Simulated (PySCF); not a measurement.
Predicted microwave data (PBE0-D3(BJ)/def2-SVP geometry optimisation, gas phase (PySCF)) for one isomer of C5H13N:

```
Rotational constants : A = 4823, B = 2258, C = 1693 MHz
Dipole components    : |μa| = 0.23 D, |μb| = 1.33 D, |μc| = 0.17 D
Inertial defect      : -30.03 u·Å²
κ                    : -0.64
```

Question: Which structure is it? (One computed conformer of each.)
A. `[CH3:1][CH2:2][NH:3][CH:4]([CH3:5])[CH3:6]` with C1–C2–N3–C4 -176°, C2–N3–C4–C5 168°
B. `[CH3:1][CH2:2][C@@H:3]([CH3:4])[CH2:5][NH2:6]` with C1–C2–C3–C4 167°, C2–C3–C5–N6 174°, C3–C5–N6–H 175° and -68° (2-methylbutylamine)
C. `[CH3:1][CH2:2][CH2:3][N:4]([CH3:5])[CH3:6]` with C1–C2–C3–N4 -173°, C2–C3–N4–C5 -66°
D. N-methyl-tert-butylamine (`CNC(C)(C)C`)

Answer: B. It is CC[C@@H](C)CN, an asymmetric top, point group C1. The candidates at the same level (rigid rotor, commonest isotopes):

```json
{"SMILES": "CCCN(C)C", "A (MHz)": "7301", "B (MHz)": "1808", "C (MHz)": "1556", "μa (D)": "0.02", "μb (D)": "0.01", "μc (D)": "0.37", "Δ (u·Å²)": "-23.96", "point group": "C1", "rotor": "near-prolate asymmetric top"}
{"SMILES": "CC[C@@H](C)CN", "A (MHz)": "4823", "B (MHz)": "2258", "C (MHz)": "1693", "μa (D)": "0.23", "μb (D)": "1.33", "μc (D)": "0.17", "Δ (u·Å²)": "-30.03", "point group": "C1", "rotor": "asymmetric top"}
{"SMILES": "CCNC(C)C", "A (MHz)": "6760", "B (MHz)": "1852", "C (MHz)": "1575", "μa (D)": "0.07", "μb (D)": "0.31", "μc (D)": "0.74", "Δ (u·Å²)": "-26.72", "point group": "C1", "rotor": "asymmetric top"}
{"SMILES": "CNC(C)(C)C", "A (MHz)": "4372", "B (MHz)": "2641", "C (MHz)": "2632", "μa (D)": "0.02", "μb (D)": "0.03", "μc (D)": "0.80", "Δ (u·Å²)": "-114.91", "point group": "–", "rotor": "–"}
```

`CCCN(C)C` has A 51 % too high; `CCNC(C)C` has A 40 % too high; `CNC(C)(C)C` has C 55 % too high. No structure here is proved a minimum.
